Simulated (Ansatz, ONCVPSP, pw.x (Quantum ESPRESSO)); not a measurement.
# What a changed setting does to a pw.x run (fcc Ca)

Potential: optimised norm-conserving Vanderbilt (ONCV), ONCVPSP 4.0.1, PBE; core [Ne], reference 3s2 3p6 3d0.5 4s1.5; waves: 3s+4s: rc 2.20 bohr, ncon 5, nbas 10, qcut 5.1 1/bohr, 2 projectors; 3p: rc 2.00 bohr, ncon 5, nbas 9, qcut 6.8 1/bohr, 2 projectors, debl 2.5 Ha; 3d: rc 2.00 bohr, ncon 4, nbas 8, qcut 7.8 1/bohr, 2 projectors, debl 2.1 Ha; local part: polynomial inside 1.85 bohr (lpopt 5, dvloc0 6 Ha); core correction: none.

The reference run (k-mesh 10³, cutoffs 60/240 Ry, Fermi–Dirac 0.01 Ry, mixing_beta 0.4, conv_thr 1e-9, no spin) gives 0.01 GPa at 42.272 Å³/atom, where all-electron LAPW gives -0.01 GPa. This run, with its own iteration cap, changes input_dft to pbee, a wrong or extreme entry chosen on purpose.

```
&control
  calculation='scf', prefix='x', pseudo_dir='./', outdir='./tmp', tstress=.true., disk_io='none'
/
&system
  ibrav=0, nat=1, ntyp=1, ecutwfc=60, ecutrho=240, nbnd=12,
  occupations='smearing', smearing='fd', degauss=0.01, input_dft='pbee'
/
&electrons
  conv_thr=1e-09, mixing_beta=0.4, electron_maxstep=70
/
ATOMIC_SPECIES
Ca 1.0 Ca.UPF
CELL_PARAMETERS angstrom
  0.00000000 2.76486714 2.76486714
  2.76486714 0.00000000 2.76486714
  2.76486714 2.76486714 0.00000000
ATOMIC_POSITIONS crystal
Ca 0.0000 0.0000 0.0000
K_POINTS automatic
10 10 10 0 0 0
```

```bash
pw.x < Ca.scf.in > Ca.scf.out
```

How does the run end?

It converges in 9 iterations; the free energy moves by +131.90 eV/atom and the pressure by +21.38 GPa. The name is a misspelling that pw.x reads only in part, so most of exchange and correlation is missing and the result is not meaningful.

```
Exchange-correlation= PBEE
     Message from routine setup:
     using ibrav=0 with symmetry is DISCOURAGED, use correct ibrav instead
     lattice parameter (alat)  =       7.3890  a.u.
     unit-cell volume          =     285.2656 (a.u.)^3
     number of electrons       =        10.00
     number of Kohn-Sham states=           12
     kinetic-energy cutoff     =      60.0000  Ry
     charge density cutoff     =     240.0000  Ry
     scf convergence threshold =      1.0E-09
     Exchange-correlation= PBEE
     number of k points=    47  Fermi-Dirac smearing, width (Ry)=  0.0100
     iteration #  1     ecut=    60.00 Ry     beta= 0.40
     total energy              =     -64.30644849 Ry
     estimated scf accuracy    <       0.72315095 Ry
     iteration #  2     ecut=    60.00 Ry     beta= 0.40
     total energy              =     -64.41806739 Ry
     estimated scf accuracy    <       0.02285937 Ry
     iteration #  3     ecut=    60.00 Ry     beta= 0.40
     total energy              =     -64.42410241 Ry
     estimated scf accuracy    <       0.00064146 Ry
     [... 3 iterations left out ...]
     iteration #  7     ecut=    60.00 Ry     beta= 0.40
     total energy              =     -64.42424803 Ry
     estimated scf accuracy    <       0.00000004 Ry
     iteration #  8     ecut=    60.00 Ry     beta= 0.40
     total energy              =     -64.42424804 Ry
     estimated scf accuracy    <          1.7E-09 Ry
     iteration #  9     ecut=    60.00 Ry     beta= 0.40
     the Fermi energy is    13.1289 ev
!    total energy              =     -64.42424804 Ry
     estimated scf accuracy    <          2.5E-10 Ry
     smearing contrib. (-TS)   =      -0.00402163 Ry
     The total energy is F=E-TS. E is the sum of the following terms:
     one-electron contribution =     -37.83712909 Ry
     hartree contribution      =      17.44682714 Ry
     xc contribution           =      -0.15431665 Ry
     ewald contribution        =     -43.87560781 Ry
     convergence has been achieved in   9 iterations
          total   stress  (Ry/bohr**3)                   (kbar)     P=      213.91
     Message from routine punch:
     Nothing written, as per user request (disk_io='none')
```

The run took about 16 s on one core of a shared host (Intel(R) Xeon(R) Platinum 8488C, 96 threads, 744 GiB, load 45).
